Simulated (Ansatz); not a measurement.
# The cluster TaTe2−: structure and electronic state

What does the cluster TaTe2− look like as a singlet, and where do its frontier electrons sit?

Method: RKS PBE0-D4/def2-TZVPD; program: Ansatz 0.2.0, Gaussian basis.

Plan: relaxation at r2SCAN-D4/def2-TZVPD; a search for the lowest solution at PBE0-D4/def2-SVP; a single point at PBE0-D4/def2-TZVPD; harmonic vibrations at r2SCAN-D4/def2-TZVPD.

1 further run of the same task is left out (set aside as unsound or not needed). Runs told in other sessions of the task aren't counted.

### 1 Starting geometry

3 atoms, charge -1, spin multiplicity 1.

Atoms are counted from 1 here; the program's logs count them from 0.

Bond lengths: Ta1–Te2 2.551 Å, Ta1–Te3 2.551 Å. Angles: Te2–Ta1–Te3 103.1°.

Ta, Te take a core potential in the def2 sets. No spin-orbit coupling is included. The ion is computed in the gas phase, without counter-ions or solvent.

The start is a GFN1-xTB geometry.

### 2 Optimising with r2SCAN-D4/def2-TZVPD

Contents of in.yaml:

```yaml
crystal:
  periodic: [false, false, false]
  atoms:
    - {symbol: Ta, position_ang: [1.026200, -0.157510, -0.197510]}
    - {symbol: Te, position_ang: [-0.334050, 1.980380, -0.488560]}
    - {symbol: Te, position_ang: [-0.692150, -1.822870, 0.686070]}
basis:
  gaussian: {orbitals: def2-TZVPD}
total_charge: -1
hamiltonian: {xc: r2scan, dispersion: d4}
scf: {lower_state_search: "off"}
output: {orbitals: {seedname: orbitals}}
relax: {f_tol: 0.02, max_steps: 100}
```

On the command line:

```console
$ ansatz run in.yaml --threads 4 --pin off --events-out ev --progress --plain --max-ram 3916MiB
```

Further steps of the session: Searching for the lowest solution, PBE0-D4/def2-SVP; Single point, PBE0-D4/def2-TZVPD; Harmonic vibrations.

Q: Predict the results of all the runs planned. Wanted: point group; near neighbours of the metal; HOMO, LUMO at PBE0-D4/def2-TZVPD; charge on the metal; lowest, highest wavenumber.

The runs gave:

| quantity | value |
| --- | --- |
| point group | C2v |
| near neighbours of the metal | Te 2.53, Te 2.53 Å |
| HOMO, LUMO at PBE0-D4/def2-TZVPD | -1.19, 1.14 eV |
| charge on the metal (Mulliken, PBE0-D4/def2-TZVPD) | +0.03 e |
| lowest, highest wavenumber | 57, 256 cm⁻¹ |

**Reading.** The molecule keeps its bonding pattern by the stored test; the atoms moved 0.21 Å (rms), and the angle Te2–Ta1–Te3 went from 103° to 119°. All wavenumbers are real: a minimum at this level. The HOMO lies nearest to Ta1 87 %; Te2, Te3 about 7 % each and the LUMO to Ta1 87 %; Te2, Te3 about 6 % each. Whether this spin is the lowest isn't tested here.
